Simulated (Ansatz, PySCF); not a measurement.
System: HS, charge 0, multiplicity 2. 
Geometry from a B3LYP-D3(BJ)/def2-TZVP (Ansatz, a first-principles code) optimisation:
SMILES: [SH]
```xyz
2

S      0.0000     0.0000    -0.0793
H      0.0000     0.0000     1.2681
```
Charge 0, spin multiplicity 2.

Dipole moments at this geometry, in debye (magnitudes).

```json
[
 {"level": "BLYP/def2-TZVPD", "program": "Ansatz", "dipole (D)": "0.72"},
 {"level": "TPSS/def2-TZVPD", "program": "PySCF", "dipole (D)": "0.77"},
 {"level": "r2SCANh/def2-TZVPD", "program": "Ansatz", "dipole (D)": "0.80"},
 {"level": "HSE06/def2-TZVPD", "program": "Ansatz", "dipole (D)": "0.79"},
 {"level": "CAM-B3LYP/def2-TZVPD", "program": "Ansatz", "dipole (D)": "0.79"},
 {"level": "CCSD(T)/aug-cc-pV(D+d)Z", "program": "Ansatz", "dipole (D)": "0.76"}
]
```
